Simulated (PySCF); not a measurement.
Molecule: SMILES C[NH2+]CC, [C₃H₁₀N]+.

Cartesian coordinates in Å; atom numbers follow the order of the lines, from 1:
```xyz
14

C    -1.9111    0.1465    0.0452
C    -0.5174    0.2241   -0.5282
N     0.5153   -0.1904    0.4796
C     1.9161   -0.1831   -0.0139
H    -2.1827   -0.8794    0.3378
H    -2.0421    0.8132    0.9115
H    -2.6306    0.4659   -0.7215
H    -0.3852   -0.4394   -1.3951
H    -0.2507    1.2443   -0.8407
H     0.4363    0.4226    1.3017
H     0.2765   -1.1281    0.8285
H     2.1745    0.8349   -0.3294
H     1.9938   -0.8676   -0.8673
H     2.5865   -0.5083    0.7907
```

Total charge +1.

Spin–spin couplings on one PBE0-D3(BJ)/def2-SVP geometry, PySCF 2.14.0 with density-fitted response routines, gas phase, non-relativistic, equivalent pairs averaged (spin–dipole term only in couplings to heteroatoms); isotopes 13C, 1H, 15N; basis pcJ-1.

How do the couplings (Hz) change with the functional? Times are CPU seconds on shared hosts with different chips, so compare them loosely.

## Answers


| functional | functions | 1J(C4,H12) | 1J(C2,H8) | 1J(C1,H5) | 1J(N3,H10) | 1J(C1,C2) | 1J(N3,C4) | 1J(C2,N3) | core-s |
| --- | --- | --- | --- | --- | --- | --- | --- | --- | --- |
| HF | 208 | 185.7 | 184.3 | 165.6 | -100.1 | 63.9 | -17.4 | -15.3 | 20 |
| LDA | 208 | 117.4 | 116.6 | 105.2 | -60.9 | 20.6 | 0.3 | 1.7 | 18 |
| PBE | 208 | 141.6 | 140.2 | 126.6 | -70.3 | 30.2 | -2.4 | -0.9 | 23 |
| KT2 | 208 | 150.0 | 148.1 | 133.2 | -75.7 | 21.1 | 0.7 | 2.2 | 22 |
| B3LYP | 208 | 154.9 | 153.1 | 138.4 | -77.2 | 36.7 | -4.9 | -3.1 | 16 |
| PBE0 | 208 | 146.2 | 144.9 | 130.4 | -74.2 | 34.9 | -4.8 | -3.2 | 28 |
| B97-2 | 208 | 139.8 | 138.0 | 124.6 | -70.9 | 34.7 | -5.4 | -3.7 | 24 |
| BHandHLYP | 208 | 166.2 | 164.4 | 148.4 | -84.7 | 45.2 | -8.7 | -6.8 | 30 |
| CAM-B3LYP | 208 | 152.2 | 150.6 | 135.8 | -76.8 | 36.5 | -5.3 | -3.5 | 34 |
